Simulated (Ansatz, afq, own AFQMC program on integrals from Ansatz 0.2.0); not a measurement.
AFQMC on a folder of integrals that Ansatz 0.2.0 wrote.

```yaml
crystal:
  periodic: [false, false, false]
  atoms:
    - {symbol: Al, position_ang: [-1.705499, 0.000000, 0.000000]}
    - {symbol: H, position_ang: [-2.498422, 1.373384, 0.000000]}
    - {symbol: H, position_ang: [-2.498422, -1.373384, 0.000000]}
    - {symbol: H, position_ang: [0.238501, 0.000000, 0.000000]}
    - {symbol: N, position_ang: [2.488585, 0.000000, 0.000000]}
    - {symbol: C, position_ang: [1.328501, 0.000000, 0.000000]}
basis:
  gaussian: {orbitals: cc-pVDZ}
magnetization: {spin_polarized: true, initial_magnetization: 1}
correlation: {method: ccsd_t, electrons: outside_noble_gas, hamiltonian_folder: ham}
```

```sh
$ ansatz run in.yaml --threads 1 --pin off --events-out ev --progress --plain --max-ram 16896MiB --backend cuda --devices 0, --max-vram 18GiB
```

afq runs on the folder ham with

```
--method phaseless --trial cisd --walkers 4000 --populations 20 --least-time 60 --time-step 0.005 --steps-per-block 50 --equilibration-blocks 28 --max-blocks 4000 --target-error 0.00023 --factor-cut 1e-05 --start spin_pure --seed 2374 --release-times 0.24,0.51,0.99,1.5 --release-step 0.03 --release-every 4 --taylor-order 6
```

Times are imaginary, in 1/Eh. The walk had a cap of 192 s. With eight or more populations the least sampling time is a fifth of least-time, and the error comes from their spread.

Log:

```
orbitals 54  electrons 8 7  factors 415 of 579
reference energy -335.87084374 Eh
CCSD correlation -0.37599813 Eh in 12 cycles, weight of the determinant in the CISD state 0.8257
energy of the start -336.238763 Eh
 block  time / (1/Eh)  mean weight  energy / Eh
     1     0.250  0.9995  -336.235647
     2     0.500  1.0002  -336.242026
     3     0.750  1.0001  -336.248581
     4     1.000  1.0003  -336.251857
     5     1.250  0.9999  -336.255821
     7     1.750  0.9999  -336.259025
     9     2.250  1.0001  -336.259198
    11     2.750  1.0002  -336.262484
    15     3.750  1.0002  -336.262189
    19     4.750  1.0002  -336.260308
    23     5.750  1.0000  -336.261110
    27     6.750  0.9997  -336.262064
    31     7.750  1.0002  -336.261346
    35     8.750  0.9995  -336.262282
    39     9.750  0.9999  -336.264330
    43    10.750  0.9998  -336.261712
    45    11.250  1.0001  -336.260249
    47    11.750  0.9999  -336.262685
    51    12.750  0.9998  -336.262519
    55    13.750  0.9999  -336.261927
    57    14.250  0.9995  -336.264373
    59    14.750  0.9995  -336.262472
    63    15.750  1.0003  -336.261983
    67    16.750  0.9998  -336.262004
    71    17.750  1.0002  -336.261592
    75    18.750  1.0001  -336.263142
    79    19.750  0.9999  -336.262381
    83    20.750  0.9999  -336.262529
    87    21.750  0.9999  -336.263017
error from the spread of 20 populations
released: time / (1/Eh)  energy / Eh  error  mean overlap
  0.24  -336.262595  0.000274  1.0017
  0.51  -336.262602  0.000247  1.0034
  0.99  -336.263012  0.000210  0.9989
  1.50  -336.262827  0.000373  1.0070
energy -336.262510 +/- 0.000223 Eh
(rows thinned)
```

The run passed its tests (sampling time, drift between the halves within three errors, error under three times the target), which doesn't prove that it has relaxed.

Against this walk (error 6.1 meV) on the same determinant: CCSD(T) 47.3 meV higher, CCSDT(Q) 21.0 meV lower. The error is statistical and leaves out the bias of the constraint. Released to 1.50 1/Eh the energy moves by -9 ± 12 meV (both errors), within twice the noise. CCSDT(Q) is the surest value here, so the walk's 21 meV above it is most likely the bias of the constraint with this trial, which can have either sign.

Cautions: constraint bias not in the error; unrestricted determinant slightly spin contaminated (⟨S²⟩ 0.83 against 0.75).

The walk took 2 min on 1 × NVIDIA H100 80GB HBM3 with 2 threads of AMD EPYC 7R13 Processor (Zen 3), with other jobs on the host (the card was shared). The log's last line is the phaseless energy.

CCSDT and higher add their correlation energy to the determinant of the CCSD(T) run, since their own runs factorise the integrals more tightly (a shift of under 2 meV). A walk keeps the symmetry of its determinant, which the program's search chose and which needn't be the lowest solution, so a lower state of the same spin and another symmetry isn't excluded.
